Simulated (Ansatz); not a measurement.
Input and command of a calculation in Ansatz (plane waves; scalar-relativistic PAW potentials unless the input names others):

```yaml
crystal:
  lattice:
    - [4.1706292521, 0.0, 0.0]
    - [-2.085314626, 3.611870882, 0.0]
    - [0.0, 0.0, 5.4689481917]
  atoms:
    - { symbol: Sb, position: [0.3333333333, 0.6666666667, 0.25] }
    - { symbol: Sb, position: [0.6666666667, 0.3333333333, 0.75] }
    - { symbol: Pt, position: [0.0, 0.0, 0.0] }
    - { symbol: Pt, position: [0.0, 0.0, 0.5] }
basis:
  ecutwfc: 420
kpoints:
  mp_grid: { grid: [12, 12, 8] }
hamiltonian:
  xc: pbesol
  hubbard: { sites: [{ species: Pt, l: d, u_eff: 6.0 }], double_counting: fll }
scf:
  occupations: { method: gaussian, width: 0.005 }
output:
  forces: true
  eigenvalues: true
  stress: true
```

```bash
ansatz run input.yaml --threads 1 --pin off --max-ram 2560MiB --backend cpu --events-out ev --progress --plain --runs-dir out
```

Abridged log:
```
Sb: projections on atomic orbitals take those of the free atom [Kr] 4d10 5s2 5p3, of charge +0.00 (hamiltonian.pseudopotentials.projection_atoms); the dataset's partial waves leave at most 3.6e-6 of an orbital's norm unspanned inside its sphere
Pt: projections on atomic orbitals take those of the free atom [Kr 4d10 4f14] 5s2 5p6 5d9 6s1, of charge +0.00 (hamiltonian.pseudopotentials.projection_atoms); the dataset's partial waves leave at most 9.1e-5 of an orbital's norm unspanned inside its sphere
Pseudopotentials: kind: paw
Pseudopotential: Sb, paw, valence charge 15, recommended cutoff 420 eV (normal)
Pseudopotential: Pt, paw, valence charge 18, recommended cutoff 420 eV (normal)
Functional definition: PBEsol
Crystal: 4 atoms, lattice volume = 82.383 Å³
Basis set: ecut = 420 eV, 1585 PW (Γ), exchange–correlation on 60×60×80 points (8 copies of the dense FFT grid, shifted against one another)
Bands: 40, of which v1, the nominal top of the filled ones, is band 33 counted from 1 (32 counted from 0)
Symmetry: 24 space group operations
Space group: P63/mmc (ITA 194), of the structure as read, at distance tolerance 4.4e-5 Å
k-points: 95 of 1152
Initial density: superposition of atomic densities (chi_scale 0.1, normalization cell, long waves of neutral atoms under a Hubbard term (reshape's long-wave potential 0.00 eV rms, cloud 2.75 Å wide))
Initial wavefunctions: pseudopotential atomic-orbital guess
Functional: x = pbesol(κ = 0.804, μ = 0.12345679), c = pbesol(β = 0.046)
SCF iter   1: F=—  HF=-37581.176679 eV  |F-HF|=—  |Δ(HF+E_count)|=         —  Δρ=4.15e-2  dr2=1.14e0  ethr=1.72e-3  ⟨swp⟩=1.0  Hψ=19537  notcnv=0
SCF iter   2: F=—  HF=-37581.016335 eV  |F-HF|=—  |Δ(HF+E_count)|=   1.60e-1  Δρ=1.73e-2  dr2=2.00e-1  ethr=1.72e-3  ⟨swp⟩=2.0  Hψ=5583  notcnv=0
SCF iter   3: F=—  HF=-37581.021779 eV  |F-HF|=—  |Δ(HF+E_count)|=   5.44e-3  Δρ=7.75e-3  dr2=4.78e-2  ethr=3.03e-4  ⟨swp⟩=2.0  Hψ=5009  notcnv=0  defer=217
SCF iter   4: F=—  HF=-37581.016696 eV  |F-HF|=—  |Δ(HF+E_count)|=   5.08e-3  Δρ=1.25e-3  dr2=1.54e-3  ethr=7.25e-5  ⟨swp⟩=2.0  Hψ=5427  notcnv=0  defer=218
SCF iter   5: F=—  HF=-37581.017111 eV  |F-HF|=—  |Δ(HF+E_count)|=   4.15e-4  Δρ=3.65e-4  dr2=1.80e-4  ethr=2.34e-6  ⟨swp⟩=2.7  Hψ=6117  notcnv=0  defer=218
SCF iter   6: F=—  HF=-37581.017141 eV  |F-HF|=—  |Δ(HF+E_count)|=   3.03e-5  Δρ=1.33e-4  dr2=2.23e-5  ethr=2.72e-7  ⟨swp⟩=2.0  Hψ=5989  notcnv=0  defer=218
SCF iter   7: F=—  HF=-37581.017156 eV  |F-HF|=—  |Δ(HF+E_count)|=   1.46e-5  Δρ=2.59e-5  dr2=6.97e-7  ethr=3.39e-8  ⟨swp⟩=2.0  Hψ=4982  notcnv=0  defer=218
SCF iter   8: F=-37581.017156 eV  HF=-37581.017156 eV  |F-HF|=1.08e-8  |Δ(HF+E_count)|=   2.27e-7  Δρ=5.47e-6  dr2=1.28e-8  ethr=1.52e-10  ⟨swp⟩=9.8  Hψ=16655  notcnv=0
SCF 1 converged in 8 iterations: F = -37581.017156 eV  dr2 = 1.28e-8
SCF converged after 8 iterations
Free energy (F): -37581.017156 eV
Harris-Foulkes:  -37581.017156 eV  (|F-HF|=1.08e-8)
Internal energy: -37581.017116 eV  (E = F + TS)
E sigma→0 (E₀):  -37581.017136 eV
Entropy (-TS):   -0.000040 eV (-0.010 meV/atom)
Fermi energy:    15.706831 eV
--- Forces (eV/Å), atoms counted from 1 ---
  atom   1  Sb     0.00000000     0.00000000     0.00000000
  atom   2  Sb     0.00000000     0.00000000     0.00000000
  atom   3  Pt     0.00000000     0.00000000     0.00000000
  atom   4  Pt     0.00000000     0.00000000     0.00000000
--- Stress (GPa, compression-positive) ---
       -0.425216       0.000000       0.000000
        0.000000      -0.425216       0.000000
        0.000000       0.000000       3.454811
  P = ⅓ Tr σ = 0.8681 GPa (8.681 kbar)
Occupation matrices written to <dir>
```

Apart from outputs, empty bands and the relaxation, which only the reference makes, the input differs from a reference run on usual settings in hamiltonian.hubbard: not typed → {"sites": [{"species": "Pt", "l": "d", "u_eff": 6.0}], "double_counting": "fll"}; scf.occupations.width: 0.1 → 0.005. The reference, at the same geometry, ended its own course with pressure -0.01 GPa, largest force 0.000 eV/Å, no gap on the mesh. This run converged in 8 SCF iterations with an energy at zero smearing 1.1 eV/atom above the reference's (the Hamiltonian itself differs), pressure 0.87 GPa, largest force 0.000 eV/Å, no gap on the mesh. Its k mesh, for so narrow a smearing in a metal, is looser than usual. The Hamiltonian differs as well, so the change in the result can't be put down to that alone.

It took 17 s on 1 thread of Intel(R) Xeon(R) Platinum 8488C (Sapphire Rapids), on a shared host, peak memory 0.77 GiB.